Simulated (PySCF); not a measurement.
Basis set benchmark on one molecule

Molecule: SMILES O=[PH3], H3OP.

Atoms are numbered as in `[O:1]=[PH3:2]`; H(Xn) means a hydrogen on atom n.

Geometry PBE0-D3(BJ)/def2-SVP throughout; GIAO in PySCF 2.14.0 with density-fitted response routines, gas phase, one conformer, non-relativistic; equivalent atoms averaged; functional PBE0.

Reference values (CCSD(T)/cc-pVQZ; gas (isolated, no vibration); M. Maurer, PhD thesis, LMU Munich (Maurer, Ochsenfeld, JCTC 2015 SI; set of Flaig et al., JCTC 2014, 10, 572)): δ(P2) = 196.2 ppm vs PH3 (same level), δ(O1) = -10.6 ppm vs H2O (same level). Computed shifts are taken against PH3, H2O, calculated as an isolated molecule at each level.

**Question.** How do the basis sets STO-3G, 6-31G, pcSseg-0, 6-31G*, def2-SVP, cc-pVDZ, pcSseg-1, aug-cc-pVDZ, 6-311+G(2d,p), def2-TZVP, cc-pVTZ, IGLO-III, pcSseg-2, pcSseg-3 perform against the reference? Times are CPU seconds on shared hosts with different chips, so compare them loosely.

**Answer.** 
```tsv
basis set	functions	P2	O1	abs. error P	abs. error O	core-s
STO-3G	17	1.7	10.4	194.5	21.0	0.72
6-31G	28	155.2	7.9	41.0	18.5	1.3
pcSseg-0	28	177.1	16.1	19.1	26.7	1.2
6-31G*	38	175.0	16.5	21.2	27.1	1.5
def2-SVP	47	170.1	30.1	26.1	40.7	1.5
cc-pVDZ	47	169.6	31.6	26.6	42.2	1.6
pcSseg-1	56	194.2	31.3	2.0	41.9	2.5
aug-cc-pVDZ	77	175.4	-2.1	20.8	8.5	2.4
6-311+G(2d,p)	80	207.5	-2.1	11.3	8.5	2.5
def2-TZVP	86	214.1	9.2	17.9	19.8	2.7
cc-pVTZ	106	197.3	11.0	1.1	21.6	3.6
IGLO-III	109	210.8	4.2	14.6	14.8	3
pcSseg-2	121	207.3	9.2	11.1	19.8	3
pcSseg-3	247	214.2	-0.2	18.0	10.4	16
```

For ³¹P the closest is cc-pVTZ (1.1 ppm) and the furthest STO-3G (194.5 ppm).

For ¹⁷O the closest is aug-cc-pVDZ (8.5 ppm, with 6-311+G(2d,p) practically level) and the furthest cc-pVDZ (42.2 ppm). Where a smaller basis beats a larger one, errors probably cancel; the largest sets show where the functional converges. One molecule is a small sample, and the reference may use another geometry.

A small basis that lands close on one nucleus may do so by chance; judge by the trend and by all nuclei.
